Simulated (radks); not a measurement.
**S²⁺ in [Ne] 3s2 3p2: an all-electron calculation**

An exercise on one series of results from a longer session: the logs are not shown, and one member is left open.

Program: radks (a radial shooting solver on a logarithmic mesh, Libxc functionals) version 1. Level of theory: Dirac Kohn-Sham, LDA (Slater exchange, Perdew-Zunger correlation), spin-unpolarised, spherical densities, finite nucleus; open shells are shared between the two j in proportion to 2j + 1. These are calculated values, not measurements, unless marked.

### What is computed

| Property | Result |
| --- | --- |
| element | sulfur (Z = 16) |
| charge | +2 |
| electrons | 14 |
| configuration | [Ne] 3s2 3p2 |
| nuclear rms radius | 3.2611 fm |

The outer shells:

S²⁺
```
[Ne] core
3s [↑↓]
3p [↑ ][↑ ][  ]
```

Set-up of the first run:

Input:

```text
Z 16
configuration [Ne] 3s2 3p2 4s0 3d0 4p0 4f0
relativity Dirac
functional lda,pz
spin unpolarised
j_filling average
nucleus finite rms 3.2611 fm
c 137.035999084
```

Command:

```bash
python run_ks.py task.json out
```

All runs below come from this command, one after another.

One table of the session follows, with a row left open; its other results are not shown here.

It belongs to the step «Shells». From the orbitals of this run (lengths in bohr):

```
level      <r>  outermost maximum (interpolated)  90 % within  nodes
1s1/2  0.09715                            0.0635        0.174      0
2s1/2   0.4803                             0.389        0.753      1
2p1/2   0.4410                             0.324        0.736      0
2p3/2   0.4432                             0.326        0.739      0
3s1/2    1.577                              1.36         2.36      2
3p1/2    1.759                              1.49         2.69      1
3p3/2    1.765                              1.49         2.69      1
3d3/2        ?                                 ?            ?      ?
3d5/2    2.366                              1.87         3.79      0
4s1/2    3.914                              3.61         5.65      3
4p1/2    4.557                              4.19         6.64      2
4p3/2    4.568                              4.20         6.65      2
4f5/2    7.240                              6.19         10.9      0
4f7/2    7.240                              6.19         10.9      0
```

Q: Estimate the row for 3d3/2 from the others.

**Answer.** <r>: 2.365; outermost maximum (interpolated): 1.87; 90 % within: 3.79; nodes: 0. In the column «<r>» it lies between 3p3/2 (1.765) and 3d5/2 (2.366).

To keep in mind: Spin polarisation and multiplet splitting are left out.
